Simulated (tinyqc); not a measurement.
Starting guesses with plain Roothaan steps: SCF starting guesses in the sto-3g basis, for HF, spin multiplicity 1. Computed by the program tinyqc with PySCF. RHF with one setting changed at a time; a run stops when the energy changes by less than 1e-09 hartree and the error matrix is below 1e-5. Starts: the lowest orbitals of the core Hamiltonian, of the Wolfsberg-Helmholz matrix (K = 1.75), projected atomic densities, random orbitals, and the highest orbitals of the core Hamiltonian (a deliberately bad start).

Geometry (angstrom):
```
atom       x       y       z
F     0.0000  0.0000  0.0000
H     0.0000  0.0000  0.9020
```

lowest restricted solution found by these runs and by PySCF = -98.568730 hartree

Largest element of the error matrix X^T (FDS - SDF) X:
```
iteration     core  Wolfsberg-Helmholz  atomic densities   random  highest core orbitals
1          7.8e-01             5.2e-01           1.4e+00  2.1e+01                3.5e-01
2          1.7e-01             1.2e-01           2.3e-01  5.4e-01                7.7e-01
3          1.6e-02             3.2e-02           2.9e-02  6.7e-02                1.4e-01
4          2.1e-03             8.1e-03           4.9e-03  6.6e-03                1.3e-02
5          3.7e-04             2.0e-03           1.2e-03  2.3e-03                1.2e-03
6          7.4e-05             4.6e-04           3.0e-04  1.2e-03                1.2e-04
8          3.6e-06             2.4e-05           1.6e-05  2.9e-04                1.1e-06
10               -                   -                 -  7.4e-05                      -
14               -                   -                 -  4.8e-06                      -
```

How each run ends:
```
run                    iterations  E (hartree)         state
core                            8   -98.568730  lowest found
Wolfsberg-Helmholz              9   -98.568730  lowest found
atomic densities                9   -98.568730  lowest found
random                         14   -98.568730  lowest found
highest core orbitals           8   -98.568730  lowest found
```

What does the comparison show, and why?

5 of 5 runs reach the lowest restricted solution found, in 8 to 14 iterations (fastest: core, highest core orbitals). The first errors are 8e-01, 5e-01, 1e+00, 2e+01, 3e-01.
